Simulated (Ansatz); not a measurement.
# SiH₄Cl, doublet: from triple and quadruple zeta to the limit

```csv
atom,x (Å),y (Å),z (Å)
Si,-1.7034,0.0000,0.0000
H,-2.1983,1.3997,0.0000
H,-2.1983,-0.6999,1.2122
H,-2.1983,-0.6999,-1.2122
H,0.0126,0.0000,0.0000
Cl,1.5366,0.0000,0.0000
```

Connectivity, by distances: SiH3 ··· Cl, 1 bridging H.

Ansatz 0.2.0, UHF determinant, valence electrons correlated. Energies in eV.

| set | X | functions | Hartree–Fock | MP2 correlation | CCSD(T) correlation | time |
| --- | --- | --- | --- | --- | --- | --- |
| def2-TZVPP | 3 | 140 | -20427.9903 | -8.9660 | -10.6142 | 2.4 s on 1 × NVIDIA H100 80GB HBM3 with 1 thread of AMD EPYC 7R13 Processor (Zen 3), with other jobs on the host |
| def2-QZVPP | 4 | 260 | -20428.5981 | -9.7563 | -11.3767 | 7 s on 1 × NVIDIA H100 80GB HBM3 with 1 thread of AMD EPYC 7R13 Processor (Zen 3), on a shared host |

Hartree–Fock is taken to follow E(X) = E∞ + A·exp(−7.88·√X), correlation E(X) = E∞ + B·X^−2.97.

**Question.** Work out the CCSD(T) energy at the limit, and how far the shortcut misses it that extrapolates MP2 and adds CCSD(T) minus MP2 from the smaller set.

**Answer.** Hartree–Fock: E∞ = E4 + 0.1377·(E4 − E3) = -20428.6818. Correlation: E∞ = E4 + 0.7407·(E4 − E3) = -11.9416 for CCSD(T) and -10.3417 for MP2. The limit is -20440.6234 eV, 0.649 eV below def2-QZVPP. The shortcut gives a correlation energy of -10.3417 + (-1.6482) = -11.9900, 48 meV lower than the direct value.

Past Ne part of the Hartree–Fock step between the two sets comes from the cores, which don't follow the formula, so the 84 meV that it adds to the total can overshoot; that part largely cancels in differences.
